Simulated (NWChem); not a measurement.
System: CH₃ cation

```xyz
4

C      0.0000     0.0000     0.0000
H      0.7807     0.7807     0.0000
H      0.2858    -1.0664     0.0000
H     -1.0664     0.2858     0.0000
```
Atoms are numbered in this order, from 1.

Results from NWChem. Pople sets run with spherical d functions. STO-3G and 3-21G are far too small for this property and stand as cheap habits. Coordinates come from a PBE0/def2-SVP optimisation. GIAO values for the isolated, static molecule; σ is the absolute isotropic shielding, δ = σ(reference) − σ with the isolated reference molecule computed at the same levels (13C: tetramethylsilane, 1H: tetramethylsilane).

```csv
level,δ C1 (ppm),δ H2 (ppm)
Hartree-Fock/6-31G*,360.9,15.53
Hartree-Fock/STO-3G,322.5,17.51
"LDA (Slater exchange, VWN5)/pcSseg-1",[?],[?]
```

**Question.** What belongs in the gaps?

**Answer.** 
- LDA (Slater exchange, VWN5)/pcSseg-1, δ C1 (ppm): 477.8
- LDA (Slater exchange, VWN5)/pcSseg-1, δ H2 (ppm): 16.92
